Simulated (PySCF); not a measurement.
SiCl₄, SMILES Cl[Si](Cl)(Cl)Cl.

Coordinates come from a ωB97X-D3(BJ)/def2-SVP optimisation. The isomer is the one that the SMILES or the coordinates give; other isomers of the formula were not compared.

Calculation: PBE0/def2-TZVP in PySCF.

Gas-phase values at a fixed geometry.

Task: Estimate the frontier levels, gap, dipole moment and polarisability. (The exact figures need the calculation; the answer reports its results.)

Result: 
```json
{
  "highest_occupied_level": "-9.55 eV",
  "lowest_empty_level": "-0.68 eV",
  "orbital_gap": "8.87 eV",
  "dipole_moment": "0.00 D",
  "quadrupole, principal values (traceless, Buckingham form, about the centre of nuclear charge)": "0.00, 0.00, 0.00 D·Å",
  "mean_static_polarisability": "67.4 bohr³ (9.99 Å³)",
  "polarisability_principal_values": "67.4, 67.4, 67.4 bohr³"
}
```
